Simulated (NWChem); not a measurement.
Everything below was run with NWChem. System: ammonia (H$_{3}$N), charge 0, spin multiplicity 1, at a geometry optimised with PBE/def2-SVP. Level: CR-CCSD(T)/cc-pVDZ, 1 core orbitals frozen.

Job file:

```
start mol
memory heap 100 mb stack 700 mb global 1900 mb
geometry units angstroms nocenter noautoz
  N      0.001600     0.128256     0.000000
  H     -0.472755    -0.293412     0.812430
  H     -0.472755    -0.293412    -0.812430
  H      0.934306    -0.310965     0.000000
  symmetry group Cs
end
basis spherical
  * library cc-pvdz
end
scf
  rhf
  nopen 0
  maxiter 100
  thresh 1e-7
  semidirect memsize 60000000 filesize 0
end
tce
  freeze core 1
  cr-ccsd(t)
  2eorb
  2emet 13
  thresh 1e-6
  maxiter 100
  tilesize 24
end
task tce energy
```

NWChem printed:

```
             Northwest Computational Chemistry Package (NWChem) 7.3.0
             --------------------------------------------------------

                                NWChem Input Module
                                -------------------

 Scaling coordinates for geometry "geometry" by  1.889725989
 (inverse scale =  0.529177249)

 Turning off AUTOSYM since
 SYMMETRY directive was detected!

                             Geometry "geometry" -> ""
                             -------------------------

 Output coordinates in angstroms (scale by  1.889725989 to convert to a.u.)

  No.       Tag          Charge          X              Y              Z
 ---- ---------------- ---------- -------------- -------------- --------------
    1 N                    7.0000     0.00160000     0.12825600     0.00000000
    2 H                    1.0000    -0.47275500    -0.29341200     0.81243000
    3 H                    1.0000    -0.47275500    -0.29341200    -0.81243000
    4 H                    1.0000     0.93430600    -0.31096500     0.00000000

 Effective nuclear repulsion energy (a.u.)      11.7561354315

            Nuclear Dipole moment (a.u.)
            ----------------------------
        X                 Y               Z
 ---------------- ---------------- ----------------
    -0.0000075589     0.0000056692     0.0000000000

      Symmetry information
      --------------------

 Group name             Cs
 Group number              2
 Group order               2
 No. of unique centers     3

      Symmetry unique atoms

     1    2    4


 Summary of "ao basis" -> "" (spherical)
 ------------------------------------------------------------------------------
       Tag                 Description            Shells   Functions and Types
 ---------------- ------------------------------  ------  ---------------------
 *                          cc-pvdz                   on all atoms

 Summary of "ao basis" -> "ao basis" (spherical)
 ------------------------------------------------------------------------------
       Tag                 Description            Shells   Functions and Types
 ---------------- ------------------------------  ------  ---------------------
 N                          cc-pvdz                  6       14   3s2p1d
 H                          cc-pvdz                  3        5   2s1p

                                 NWChem SCF Module
                                 -----------------

  ao basis        = "ao basis"
  functions       =    29
  atoms           =     4
  closed shells   =     5
  open shells     =     0
  charge          =   0.00
  wavefunction    = RHF
  use symmetry    = T
  symmetry adapt  = T

 Summary of "ao basis" -> "ao basis" (spherical)
 ------------------------------------------------------------------------------
       Tag                 Description            Shells   Functions and Types
 ---------------- ------------------------------  ------  ---------------------
 N                          cc-pvdz                  6       14   3s2p1d
 H                          cc-pvdz                  3        5   2s1p

      Symmetry analysis of basis
      --------------------------

        a'         19
        a"         10

 Forming initial guess at       0.0s

      Superposition of Atomic Density Guess
      -------------------------------------

 Sum of atomic energies:         -55.79786015

      Non-variational initial energy
      ------------------------------

 Total energy =     -56.168814
 1-e energy   =     -97.926897
 2-e energy   =      30.001947
 HOMO         =      -0.377937
 LUMO         =       0.092859

      Symmetry analysis of molecular orbitals - initial
      -------------------------------------------------

  Numbering of irreducible representations:

     1 a'          2 a"

  Orbital symmetries:

     1 a'          2 a'          3 a'          4 a"          5 a'
     6 a'          7 a"          8 a'          9 a"         10 a'
    11 a'         12 a'         13 a"         14 a'         15 a'

 Starting SCF solution at       0.1s

 ----------------------------------------------
         Quadratically convergent ROHF

 Convergence threshold     :          1.000E-07
 Maximum no. of iterations :          100
 Final Fock-matrix accuracy:          1.000E-09
 ----------------------------------------------

              iter       energy          gnorm     gmax       time
             ----- ------------------- --------- --------- --------
                 1      -56.1694851008  6.38D-01  2.08D-01      0.1
                 2      -56.1921756107  1.56D-01  6.18D-02      0.1
                 3      -56.1943500799  1.07D-02  4.62D-03      0.1
                 4      -56.1943652250  5.96D-05  2.30D-05      0.1
                 5      -56.1943652255  7.68D-09  3.18D-09      0.1

       Final RHF  results
       ------------------

         Total SCF energy =    -56.194365225462
      One-electron energy =    -99.277963952953
      Two-electron energy =     31.327463295987
 Nuclear repulsion energy =     11.756135431504

        Time for solution =      0.0s

       Symmetry analysis of molecular orbitals - final
       -----------------------------------------------

  Numbering of irreducible representations:

     1 a'          2 a"

  Orbital symmetries:

     1 a'          2 a'          3 a'          4 a"          5 a'
     6 a'          7 a"          8 a'          9 a"         10 a'
    11 a'         12 a'         13 a"         14 a'         15 a'

             Final eigenvalues
             -----------------

              1
    1  -15.5453
    2   -1.1279
    3   -0.6057
    4   -0.6057
    5   -0.4269
    6    0.1832
    7    0.2679
    8    0.2679
    9    0.7174
   10    0.7174
   11    0.8795
   12    1.0009
   13    1.0716
   14    1.0716
   15    1.3039

                       ROHF Final Molecular Orbital Analysis
                       -------------------------------------

 Vector    3  Occ=2.000000D+00  E=-6.057324D-01  Symmetry=a'
              MO Center=  1.9D-01, -7.0D-02,  2.7D-12, r^2= 9.8D-01
   Bfn.  Coefficient  Atom+Function         Bfn.  Coefficient  Atom+Function
  ----- ------------  ---------------      ----- ------------  ---------------
     4      0.447434  1 N  px                25      0.369620  4 H  s
     7      0.220244  1 N  px                15     -0.184810  2 H  s
    20     -0.184810  3 H  s

 Vector    4  Occ=2.000000D+00  E=-6.057314D-01  Symmetry=a"
              MO Center= -2.0D-01, -6.5D-02, -6.0D-12, r^2= 9.8D-01
   Bfn.  Coefficient  Atom+Function         Bfn.  Coefficient  Atom+Function
  ----- ------------  ---------------      ----- ------------  ---------------
     6      0.447468  1 N  pz                15      0.320100  2 H  s
    20     -0.320100  3 H  s                  9      0.220261  1 N  pz

 Vector    5  Occ=2.000000D+00  E=-4.268522D-01  Symmetry=a'
              MO Center=  3.3D-03,  2.6D-01, -3.3D-17, r^2= 8.3D-01
   Bfn.  Coefficient  Atom+Function         Bfn.  Coefficient  Atom+Function
  ----- ------------  ---------------      ----- ------------  ---------------
     5      0.535595  1 N  py                 8      0.449779  1 N  py
     3      0.318384  1 N  s                  2      0.152691  1 N  s

 Vector    6  Occ=0.000000D+00  E= 1.831818D-01  Symmetry=a'
              MO Center= -5.4D-03, -4.3D-01,  4.5D-18, r^2= 3.7D+00
   Bfn.  Coefficient  Atom+Function         Bfn.  Coefficient  Atom+Function
  ----- ------------  ---------------      ----- ------------  ---------------
     3      1.436913  1 N  s                 16     -0.728587  2 H  s
    21     -0.728587  3 H  s                 26     -0.728586  4 H  s
     8     -0.359696  1 N  py                 5     -0.152894  1 N  py

 Vector    7  Occ=0.000000D+00  E= 2.679202D-01  Symmetry=a"
              MO Center= -6.2D-01, -4.2D-01,  5.6D-13, r^2= 3.7D+00
   Bfn.  Coefficient  Atom+Function         Bfn.  Coefficient  Atom+Function
  ----- ------------  ---------------      ----- ------------  ---------------
    16      1.523955  2 H  s                 21     -1.523955  3 H  s
     9     -0.887388  1 N  pz                 6     -0.298730  1 N  pz

 Vector    8  Occ=0.000000D+00  E= 2.679203D-01  Symmetry=a'
              MO Center=  6.1D-01, -4.4D-01,  3.9D-14, r^2= 3.7D+00
   Bfn.  Coefficient  Atom+Function         Bfn.  Coefficient  Atom+Function
  ----- ------------  ---------------      ----- ------------  ---------------
    26      1.759715  4 H  s                  7     -0.887320  1 N  px
    16     -0.879856  2 H  s                 21     -0.879856  3 H  s
     4     -0.298707  1 N  px

 center of mass
 --------------
 x =   0.00123343 y =   0.09890761 z =   0.00000000

 moments of inertia (a.u.)
 ------------------
           6.374709850668           0.039007411102           0.000000000000
           0.039007411102           9.501509183986           0.000000000000
           0.000000000000           0.000000000000           6.374226302762

  Mulliken analysis of the total density
  --------------------------------------

    Atom       Charge   Shell Charges
 -----------   ------   -------------------------------------------------------
    1 N    7     7.27   2.00  0.76  0.66  2.31  1.52  0.03
    2 H    1     0.91   0.72  0.13  0.06
    3 H    1     0.91   0.72  0.13  0.06
    4 H    1     0.91   0.72  0.13  0.06

       Multipole analysis of the density wrt the origin
       ------------------------------------------------

     L   x y z        total         open         nuclear
     -   - - -        -----         ----         -------
     0   0 0 0     -0.000000      0.000000     10.000000

     1   1 0 0     -0.008922      0.000000     -0.000008
     1   0 1 0     -0.715158      0.000000      0.000006
     1   0 0 1      0.000000      0.000000      0.000000

     2   2 0 0     -4.597087      0.000000      4.713591
     2   1 1 0     -0.022014      0.000000     -0.041696
     2   1 0 1     -0.000000      0.000000      0.000000
     2   0 2 0     -6.361557      0.000000      1.371387
     2   0 1 1      0.000000      0.000000      0.000000
     2   0 0 2     -4.596817      0.000000      4.714108

                   NWChem Extensible Many-Electron Theory Module
                   ---------------------------------------------


            General Information
            -------------------
      Number of processors :     1
         Wavefunction type : Restricted Hartree-Fock
          No. of electrons :    10
           Alpha electrons :     5
            Beta electrons :     5
           No. of orbitals :    58
            Alpha orbitals :    29
             Beta orbitals :    29
        Alpha frozen cores :     1
         Beta frozen cores :     1
     Alpha frozen virtuals :     0
      Beta frozen virtuals :     0
         Spin multiplicity : singlet
    Number of AO functions :    29
       Number of AO shells :    15
        Use of symmetry is : on
      Symmetry adaption is : on
         Schwarz screening : 0.10D-09

          Correlation Information
          -----------------------
          Calculation type : Coupled-cluster singles & doubles w/ perturbation
   Perturbative correction : Completely renormalized (T)
            Max iterations :      100
        Residual threshold : 0.10D-05
     T(0) DIIS level shift : 0.00D+00
     L(0) DIIS level shift : 0.00D+00
     T(1) DIIS level shift : 0.00D+00
     L(1) DIIS level shift : 0.00D+00
     T(R) DIIS level shift : 0.00D+00
     T(I) DIIS level shift : 0.00D+00
   CC-T/L Amplitude update :  5-th order DIIS
                I/O scheme : Global Array Library
        L-threshold :  0.10D-05
        EOM-threshold :  0.10D-05
 no EOMCCSD initial starts read in
 TCE RESTART OPTIONS
 SLICE:      F
 D4D5:       F
 quantumc:   F
 qrotation:  F
 pwtce:      F
 qducc:      F
 nacto:                         0
 nrotv:                         0
 nrot:                          0

            Memory Information
            ------------------
          Available GA space size is     249035959 doubles
          Available MA space size is     104855652 doubles

 Maximum block size supplied by input
 Maximum block size        24 doubles

 tile_dim =     15

 -------------------------------------------------
   1    alpha     a'     3 doubles       0       1
   2    alpha     a"     1 doubles       3       2
   3    beta      a'     3 doubles       4       1
   4    beta      a"     1 doubles       7       2
   5    alpha     a'    15 doubles       8       5
   6    alpha     a"     9 doubles      23       6
   7    beta      a'    15 doubles      32       5
   8    beta      a"     9 doubles      47       6

 Global array virtual files algorithm will be used

 Parallel file system coherency ......... OK

 4-electron integrals stored in orbital form

 v2    file size   =           123931
 4-index algorithm nr.  13 is used
 imaxsize =       30
 imaxsize ichop =        0


CCSD iterations
 ---------------------------------------------------------
 Iter          Residuum       Correlation     Cpu    Wall
 ---------------------------------------------------------
    1   0.1090598710430  -0.1879841404484     0.0     0.0
    2   0.0318616634871  -0.1996585409313     0.0     0.0
    3   0.0118634786736  -0.2029010110001     0.0     0.0
    4   0.0049055972642  -0.2038308144739     0.0     0.0
    5   0.0021421836851  -0.2041718676955     0.0     0.0
    6   0.0002185796564  -0.2044037090390     0.0     0.0
    7   0.0001057196324  -0.2043984911238     0.0     0.0
    8   0.0000573630118  -0.2043984456552     0.0     0.0
    9   0.0000350754404  -0.2043984337439     0.0     0.0
   10   0.0000215717696  -0.2043985209500     0.0     0.0
   11   0.0000019856738  -0.2043987357726     0.0     0.0
   12   0.0000007227141  -0.2043987884229     0.0     0.0
 -----------------------------------------------------------------
 Iterations converged
 CCSD correlation energy / hartree =        -0.204398788422862
 CCSD total energy / hartree       =       -56.398764013885277

 Singles contributions

 Doubles contributions
 CR-CCSD(T)

 CR-CCSD[T]  correction energy / hartree =        -0.003532474482951
 CR-CCSD[T] correlation energy / hartree =        -0.207931262905813
 CR-CCSD[T] total energy / hartree       =       -56.402296488368229
 CR-CCSD(T)  correction energy / hartree =        -0.003455696140948
 CR-CCSD(T) correlation energy / hartree =        -0.207854484563810
 CR-CCSD(T) total energy / hartree       =       -56.402219710026223

 Task  times  cpu:        0.6s     wall:        0.6s

 Total times  cpu:        0.7s     wall:        0.7s
```
